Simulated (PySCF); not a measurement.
# Dipole moment and polarisability across levels of theory

Compound: aziridine, C₂H₅N.
Structure used (PBE0-D3(BJ)/def2-SVP), in Å, numbered top down from 1:
```
atom  x, y, z in Å
C1     0.3356    0.6293   -0.3287
C2     0.2091   -0.6846    0.3375
N3    -0.8284   -0.2079   -0.5598
H4     0.2360    1.5289    0.2899
H5     1.0069    0.7486   -1.1861
H6     0.7865   -1.5431   -0.0226
H7     0.0205   -0.6938    1.4177
H8    -1.6279    0.1370   -0.0316
```

PySCF, dipoles from the SCF density, polarisabilities from static response with core orbitals frozen. Geometry: PBE0-D3(BJ)/def2-SVP; no solvent, vibrations or thermal averaging.

**Question.** Compare the levels for these properties.

**Answer.** 

| level | μ (D) | error (%) | α (au) | anisotropy (au) |
| --- | --- | --- | --- | --- |
| LDA/def2-SVPD | 1.647 | -12.9 | 33.53 | 4.35 |
| PBE/def2-SVPD | 1.586 | -16.1 | 33.14 | 4.33 |
| B3LYP/def2-SVPD | 1.662 | -12.1 | 32.43 | 4.43 |
| PBE0/def2-SVPD | 1.655 | -12.5 | 32.03 | 4.45 |
| BHandHLYP/def2-SVPD | 1.731 | -8.4 | 31.39 | 4.57 |
| CAM-B3LYP/def2-SVPD | 1.720 | -9.0 | 31.98 | 4.40 |
| wB97X-D/def2-SVPD | 1.709 | -9.6 | 31.99 | 4.41 |
| LC-wPBE/def2-SVPD | 1.741 | -7.9 | 31.15 | 4.30 |
| HF/def2-SVPD | 1.806 | -4.5 | 30.49 | 4.76 |

Reference dipole: 1.890 D (measured, gas; NIST CCCBDB Release 22 (SRD 101), experimental dipoles). Reference dipole: 1.900 D (measured, unstated (gas or solution; conformer average); Muller, Mokrushina, Arlt, J. Chem. Eng. Data 57 (2012) 1231, supporting information). Errors are taken against the first value of each kind. The anisotropy is √(½[(α1 − α2)² + (α2 − α3)² + (α3 − α1)²]). For the dipole, the smallest error is 4.5% (HF/def2-SVPD) and the largest 16.1% (PBE/def2-SVPD). The dipole runs from 1.59 D (PBE/def2-SVPD) to 1.81 D (HF/def2-SVPD). In one basis (def2-SVPD) the functionals order the polarisability from HF (lowest) to LDA (highest), a spread of 10%. Measured values can belong to vibrating molecules; the computed ones are for one fixed geometry.
